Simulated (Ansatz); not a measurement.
Input file:

```yaml
crystal:
  periodic: [false, false, false]
  atoms:
    - {symbol: Ga, position_ang: [-0.013373, 0.000000, 1.338088]}
    - {symbol: As, position_ang: [0.039986, 0.000000, -1.216669]}
    - {symbol: H, position_ang: [-1.023554, -1.091450, -1.061932]}
    - {symbol: H, position_ang: [-1.023546, 1.091458, -1.061932]}
basis:
  gaussian: {orbitals: cc-pVDZ}
magnetization: {spin_polarized: false}
correlation: {method: ccsd, electrons: all}
```

```sh
$ ansatz run in.yaml --threads 1 --pin off --events-out ev --progress --plain --max-ram 2393MiB
```

Log:

```
736 factors; integrals over basis functions are off by at most 1.2e-3 eV
mean field evaluation 1: about -113159.1062 eV, gradient 1.1e1 eV
mean field evaluation 2: about -113159.1086 eV, gradient 1.1e1 eV
mean field evaluation 4: about -113159.8280 eV, gradient 1.4e0 eV
mean field evaluation 8: about -113159.8488 eV, gradient 3.4e-2 eV
mean field evaluation 16: about -113159.8446 eV, gradient 3.3e-1 eV
mean field -113159.84886327 eV, -4158.5477432249 hartree, gradient 2.2e-6 eV, S^2 0.000000; 0 other end points of the search recorded, 0 dependent functions left out
reference -113159.84886327 eV, -4158.5477432249 hartree; 33, 33 occupied and 31, 31 virtual orbitals, 736 factors
second order -5.78625065 eV of doubles, -0.00000000 eV of singles
cycle   1  -6.29991299 eV  change   -5.1e-1 eV  update   8.3e-2
cycle   2  -6.62018389 eV  change   -3.2e-1 eV  update   3.1e-2
cycle   3  -6.65111575 eV  change   -3.1e-2 eV  update   1.1e-2
cycle   4  -6.65019314 eV  change    9.2e-4 eV  update   3.3e-3
cycle   5  -6.65022469 eV  change   -3.2e-5 eV  update   1.3e-3
cycle   6  -6.64942721 eV  change    8.0e-4 eV  update   7.0e-4
cycle   7  -6.64952332 eV  change   -9.6e-5 eV  update   3.5e-4
cycle   8  -6.64965440 eV  change   -1.3e-4 eV  update   1.2e-4
cycle   9  -6.64964986 eV  change    4.5e-6 eV  update   4.2e-5
Total energy: -113166.49851314 eV, -4158.7921133500 hartree
```

Ran on 1 thread of Arm Neoverse V2, shared host: 3 s wall, 0.19 GiB peak host memory.
